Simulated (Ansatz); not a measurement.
```yaml
crystal:
  periodic: [false, false, false]
  atoms:
    - {symbol: Si, position_ang: [-0.702291, 1.048814, -0.921045]}
    - {symbol: O, position_ang: [0.432517, 0.094921, -0.234816]}
    - {symbol: Si, position_ang: [0.786741, -1.043850, 0.881570]}
    - {symbol: H, position_ang: [-1.774675, 0.216107, -1.526409]}
    - {symbol: H, position_ang: [-0.049612, 1.862648, -1.974489]}
    - {symbol: H, position_ang: [-1.305207, 1.944980, 0.100382]}
    - {symbol: H, position_ang: [2.234600, -1.349354, 0.789769]}
    - {symbol: H, position_ang: [-0.001164, -2.277734, 0.623467]}
    - {symbol: H, position_ang: [0.467691, -0.542930, 2.244370]}
basis:
  gaussian: {orbitals: "6-31++G**"}
magnetization: {spin_polarized: true, initial_magnetization: 0}
hamiltonian: {xc: {name: HF}}
correlation: {active_space: {window: {electrons: 3, orbitals: 2}}}
```

```sh
$ ansatz run in.yaml --threads 4 --pin off --events-out ev --progress --plain --max-ram 10444MiB
```

Shortened log:

```
Error: invalid value for `correlation.active_space`: it starts from restricted Hartree–Fock orbitals; set hamiltonian.xc: hf without magnetization.spin_polarized
```
